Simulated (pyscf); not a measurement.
Thermochemistry of product channels of HO–In (SMILES [OH][In]) [singlet] + H₂S (SMILES S) on the singlet surface, in kcal/mol, from ωB97M-D3(BJ)/def2-TZVP energies (ideal gas, 1 atm, RRHO with modes under 100 cm⁻¹ raised to 100, one conformer, R ln 2 for rigid chiral ones). Single points on ωB97X-D3(BJ)/def2-SVP structures (PySCF, gas phase).

| products | ΔE | ΔH(298 K) | ΔG(298 K) | ΔG(1200 K) |
|---|---|---|---|---|
| HO–InH–SH (SMILES [OH][InH][SH]) | -5.1 | -4.7 | +5.1 | +32.2 |
| O=In–SH (SMILES [O]=[In][SH]) + H₂ (SMILES [H][H]) | ? | +50.5 | +52.7 | ? |

**Question.** Some entries are withheld; supply them.

**Answer.** 
- O=In–SH (SMILES [O]=[In][SH]) + H₂ (SMILES [H][H]), ΔE: +53.3
- O=In–SH (SMILES [O]=[In][SH]) + H₂ (SMILES [H][H]), ΔG(1200 K): +57.0

These are energies of the channels, which say nothing of barriers. O=In–SH lies 32.1 kcal/mol over its isomer HO–In=S, and others may lie lower still (electronic energy, ωB97M-D3(BJ)). Elements past Kr carry the def2 core potentials, without spin-orbit coupling.
